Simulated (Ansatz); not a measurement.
The reference is GaAs in the zinc blende structure (space group F-43m, No. 216; a = 5.746 Å).

Levels (all Ansatz, a program for electronic structure, PAW): PBE (420 eV, no SOC); PBEsol (420 eV, no spin-orbit coupling).

Levels that relaxed their own cell: PBE and PBEsol.

```json
[
 {"level": "PBE", "band gap": "0.16 eV", "lattice parameter a": "5.746 Å", "electron mass at Γ": "–"},
 {"level": "PBEsol", "band gap": "0.42 eV", "lattice parameter a": "5.659 Å", "electron mass at Γ": "0.025 mₑ"}
]
```

Measured: band gap 1.57 eV (static lattice; corrected from measurement; as listed in Wei Chen et al., Physical Review Materials (2018)); lattice parameter a 5.64 Å (static lattice; corrected from measurement; as listed in Daniel Mejia-Rodriguez, S. B. Trickey, Phys. Rev. B (2018)); electron mass at Γ 0.066 mₑ (temperature not stated; as listed in Magdalena Laurien, Oleg Rubel, Phys. Rev. B (2022)).

Computed minus measured — band gap: PBE -1.41 eV, PBEsol -1.15 eV (closest: PBEsol); lattice parameter a: PBE +1.9 %, PBEsol +0.3 % (closest: PBEsol); electron mass at Γ: PBEsol -62 %. Measured values not marked as corrected hold thermal and zero-point effects that the static-lattice runs lack. A measured gap can be an optical one, lowered by exciton binding. Levels without spin-orbit coupling miss its lowering of the gap, often about a third of the valence-band splitting.

Masses are band curvatures over ±0.01 Å⁻¹ around the edge. Stability against distortions was not tested. The zero or small gap of GaAs can change with the level of theory.
